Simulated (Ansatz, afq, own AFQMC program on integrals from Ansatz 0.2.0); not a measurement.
# GeH$_{4}$ + HO, doublet: a scan with AFQMC

```xyz
7

Ge   -0.5299    0.0101    0.0000
H    -1.0414    1.4567    0.0000
H    -1.0414   -0.7132    1.2528
H    -1.0414   -0.7132   -1.2528
H     1.0044    0.0101    0.0000
O     2.3741    0.0101    0.0000
H     2.6259   -0.9298    0.0000
```

A hydrogen atom is moved from one rigid fragment to the other; the Ge1–H5 distance tells how far. The two fragments are held close together, so this isn't a minimum-energy path and the start is a compressed complex. Energies in kcal/mol count from this geometry (1.534 Å) at the same level; the start stands on UHF, each point on the determinant named.

Basis cc-pVDZ. Noble-gas cores (and the filled d shells of Ga–Kr and In–Xe) are frozen. Ansatz 0.2.0 and our own AFQMC program on the same integrals; the CISD trial comes from CCSD amplitudes, and released means the phaseless constraint is let go. Error bars are statistical, one sigma. No spin–orbit coupling.

Cautions, each for one point or more: inner d shell frozen; no relativity below Rb; no spin-orbit coupling.

```tsv
r(Ge1–H5) / Å	det.	T1	weight	⟨S²⟩	wB97M-V	PBE0	CCSD(T)
1.643	UHF	0.022	0.86	0.79	-5.9	-5.8	-5.4
1.697	UHF	0.019	0.87	0.79	-9.5	-9.1	-9.0
1.751	UHF	0.016	0.87	0.78	-13.4	-12.6	-13.1
1.806	UHF	0.014	0.87	0.77	-17.5	-16.2	-17.4
1.914	UHF	0.012	0.88	0.76	-23.1	-21.0	-23.6
```

Estimate the curve of CCSDT(Q), counted from the same start.


```csv
r(Ge1–H5) / Å,det.,T1,weight,⟨S²⟩,CCSDT(Q),ph-AFQMC/CISD
1.643,UHF,0.022,0.86,0.79,-5.5,-5.5 ± 0.1
1.697,UHF,0.019,0.87,0.79,-9.1,-9.0 ± 0.1
1.751,UHF,0.016,0.87,0.78,-13.1,-13.2 ± 0.1
1.806,UHF,0.014,0.87,0.77,-17.4,-17.5 ± 0.1
1.914,UHF,0.012,0.88,0.76,-23.5,-23.5 ± 0.1
```

Weight is that of the determinant in the CISD state; at the start T1 is 0.023 and the weight 0.87, and ⟨S²⟩ is 0.77. Largest departures from CCSDT(Q), at the points where its series has closed: CCSD(T) -0.1 kcal/mol at 1.914 (on UHF), ph-AFQMC/CISD -0.1 kcal/mol at 1.751 (on UHF) (within the noise), wB97M-V -0.4 kcal/mol at 1.697, PBE0 2.5 kcal/mol at 1.914. Functionals count only at points shown to share the start's state and spin. In this small basis the wave-function levels are far from their limit, so their gap to the functionals isn't the functionals' error.

A walk keeps the symmetry of its determinant, which the program's search chose and which needn't be the lowest solution, so a lower state of the same spin and another symmetry isn't excluded.
